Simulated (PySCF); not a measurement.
# How well do the runs reproduce experiment for FHO?

**The experiment to reproduce.**

NIST CCCBDB Release 22 (SRD 101), experimental dipoles lists, for the gas: dipole moment 2.23 D.

The results are set against them at the end.

Compound: FHO.
SMILES with atom numbers: `[OH:1][F:2]` (hydrogens: H3 on O1)

Structure used (PBE0-D3(BJ)/def2-SVP), in Å, numbered top down from 1:
```
atom  x, y, z in Å
O1    -0.206    0.479    0.024
F2     0.998   -0.220    0.189
H3    -0.779   -0.263   -0.227
```

Runs made with PySCF (gas phase, on this PBE0-D3(BJ)/def2-SVP geometry; no spin–orbit coupling):

```csv
level,job,basis functions,wall time
"PBE0-D3(BJ)/def2-SVP, grid level 1",geometry optimisation from a GFN2-xTB start,33,1.3 s
```

Hardware: one thread of an Arm Neoverse V1, no GPU, on a shared host.

**Comparison with experiment**

**Dipole moment.** Measured: 2.23 D (NIST CCCBDB Release 22 (SRD 101), experimental dipoles).

```json
{"level": "PBE0-D3(BJ)/def2-SVP", "computed (D)": "2.02", "computed − measured (D)": "-0.21", "% (from the printed values)": "-9"}
```

The computed dipoles belong to one fixed geometry; measured ones are averaged over vibrations unless marked μe. Magnitudes are compared, not signs.

No measured geometry was used, and the causes of the misses weren't examined.
